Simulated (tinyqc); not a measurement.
RHF in the sto-6g basis, for CH3-, spin multiplicity 1, step by step. The basis has no diffuse functions, so it cannot describe the extra electron: this is an exercise in the method, not the real anion. One step of it, computed by the program tinyqc.

Task: Orthogonalisation. S = U s U^T; symmetric (Loewdin) form X = U s^(-1/2) U^T, so that X^T S X = 1.

overlap S, lower triangle:
```
           1C 1s     1C 2s     1C 2px     1C 2py     1C 2pz     2H 1s     3H 1s     4H 1s
1C 1s   1.000000
1C 2s   0.243228  1.000000
1C 2px  0.000000  0.000000   1.000000
1C 2py  0.000000  0.000000   0.000000   1.000000
1C 2pz  0.000000  0.000000   0.000000   0.000000   1.000000
2H 1s   0.040602  0.381697   0.391945   0.000000  -0.000606  1.000000
3H 1s   0.040560  0.381472  -0.195969   0.339236  -0.000606  0.081046  1.000000
4H 1s   0.040560  0.381472  -0.195969  -0.339236  -0.000606  0.081046  0.081058  1.000000
```

Give: eigenvalues of S; X.

Result:

eigenvalues of S: 0.3837  0.4777  0.4780  0.9738  1.0000  1.4409  1.4412  1.8046

X, lower triangle:
```
          1C 1s    1C 2s   1C 2px   1C 2py  1C 2pz    2H 1s    3H 1s   4H 1s
1C 1s    1.0259
1C 2s   -0.1486   1.2370
1C 2px   0.0000   0.0001   1.1141
1C 2py   0.0000   0.0000   0.0000   1.1139
1C 2pz   0.0000  -0.0003   0.0000   0.0000  1.0000
2H 1s    0.0200  -0.2338  -0.2497   0.0000  0.0004   1.1469
3H 1s    0.0200  -0.2336   0.1248  -0.2161  0.0004  -0.0188   1.1467
4H 1s    0.0200  -0.2336   0.1248   0.2161  0.0004  -0.0188  -0.0188  1.1467
```
